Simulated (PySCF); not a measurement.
**M06-L/cc-pVTZ run of SiO2 (silicon dioxide molecule)**

Aim: the vertical ionisation energy of SiO2 (silicon dioxide molecule) at M06-L/cc-pVTZ, from 2 runs. Input form: a Python script.

Program for the calculation: PySCF 2.14.0.

4 further runs of the same task are left out: 4 set aside as unsound or not needed.

### Step 1. The molecule

The species is SiO2 (3 atoms), meant as a singlet with charge 0. SMILES: `O=[Si]=O`. The coordinates come from a GFN2-xTB relaxation.

Bond lengths: O1–Si2 1.491 Å, Si2–O3 1.491 Å. Angles: O1–Si2–O3 179.9°.

### Step 2. The energy at M06-L/cc-pVTZ

Input file input.py:

```python
from pyscf import gto, dft

system = gto.Mole()
system.atom = '''
O      1.306235     2.300345     0.970828
Si    -0.001380     0.000831    -0.000302
O     -1.304875    -2.301195    -0.970526
'''
system.verbose = 3
system.max_memory = 1860
system.unit = 'bohr'
system.basis = 'cc-pvtz'
system.build()

mf = dft.RKS(system)
mf.xc = 'm06-l'
mf.grids.level = 5
mf.conv_tol = 1e-10
mf.kernel()
if not mf.converged:
    mf = mf.newton().run(mf.mo_coeff, mf.mo_occ)

energy = mf.e_tot
print('E(%s) = %.9f' % ('M06-L', energy))
```

Command:

```sh
$ OMP_NUM_THREADS=1 python input.py
```

What it wrote:

```text
converged SCF energy = -439.982428364122
E(M06-L) = -439.982428364
```

Run time: 19 s. Hardware: 1 thread of Arm Neoverse V2, shared host; peak memory 0.48 GiB.

### Step 3. The doublet cation at the same level

Input file mol.xyz:

```xyz
3

O      0.691230     1.217290     0.513740
Si    -0.000730     0.000440    -0.000160
O     -0.690510    -1.217740    -0.513580
```

Input file job.py:

```python
from pyscf import gto, dft

mol = gto.M(
    atom='mol.xyz',
    max_memory=1860,
    charge=1,
    spin=1,
    verbose=3,
    basis='cc-pvtz',
)

ks = dft.UKS(mol)
ks.xc = 'm06-l'
ks.grids.level = 5
ks.conv_tol = 1e-10
ks.kernel()
if not ks.converged:
    ks = ks.newton().run(ks.mo_coeff, ks.mo_occ)

etot = ks.e_tot
print('E(%s) = %.9f' % ('M06-L', etot))
```

Command:

```sh
$ OMP_NUM_THREADS=1 python job.py
```

What it wrote:

```text
WARN: HOMO -0.44607917236076 >= LUMO -0.446079172360759

converged SCF energy = -439.533688087707  <S^2> = 0.77307865  2S+1 = 2.022947
E(M06-L) = -439.533688088
```

Run time: 39 s. Hardware: 1 thread of Arm Neoverse V2, shared host; peak memory 0.51 GiB.

### Step 4. Outcome

Level: M06-L/cc-pVTZ.

```
                                          quantity          value
                        singlet SiO2: total energy  -439.98243 Eh
                       singlet SiO2: dipole moment         0.01 D
                         singlet SiO2: HOMO energy       -8.50 eV
                         singlet SiO2: LUMO energy       -3.65 eV
                       singlet SiO2: HOMO–LUMO gap        4.85 eV
                      doublet cation: total energy  -439.53369 Eh
doublet cation: HOMO energy (highest over α and β)      -16.77 eV
 doublet cation: LUMO energy (lowest over α and β)      -15.91 eV
                              doublet cation: ⟨S²⟩          0.773
vertical ionisation energy (to the doublet cation)      12.211 eV
```

Removing an electron at fixed nuclei costs 12.21 eV (1178 kJ/mol). The negative HOMO energy of the first species, 8.50 eV, lies 3.71 eV below that difference. Mulliken charges (doublet cation) run from -0.07 on O3 to +1.14 on Si2; they depend strongly on the basis.
